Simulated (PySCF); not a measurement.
Species: CH₆BN.
Atom-mapped SMILES: `[BH2:1][NH:2][CH3:3]` (hydrogens: H4, H5 on B1; H6 on N2; H7, H8, H9 on C3)

Method used: PySCF 2.14.0, PBE0-D3(BJ)/def2-SVP geometry optimisation, gas phase.

(1) What internal coordinates does the optimisation give?

## Answers

(1) 
```csv
bond,length (Å)
B1–N2,1.387
N2–C3,1.442
"B1–H4, B1–H5",1.211
N2–H6,1.014
"C3–H7, C3–H8, C3–H9",1.102
```

Bonds in one row agree within 0.01 Å and their mean is given. A selection of angles:
```csv
angle,degrees
N2–B1–H4,119.1
H4–B1–H5,122.1
B1–N2–C3,127.3
B1–N2–H6,118.7
C3–N2–H6,114.0
N2–C3–H7,111.9
N2–C3–H8,109.3
H7–C3–H8,108.0
```

Of the pairs four or more bonds apart, H4···H8 is among the closest relative to their van der Waals radii: 2.46 Å, 103 % of the sum of Bondi's values. N2 (boron-bound nitrogen) is planar (angles 127.3°, 118.7° and 114.0°, sum 360.0°, 0.00 Å off the plane of its three neighbours). B1 (three-coordinate boron) is planar (angles 122.1°, 119.1° and 118.8°, sum 360.0°, 0.00 Å off the plane of its three neighbours).

Point group: Cs (tolerance 0.08 Å). Whether it is a minimum is left open (no frequencies).
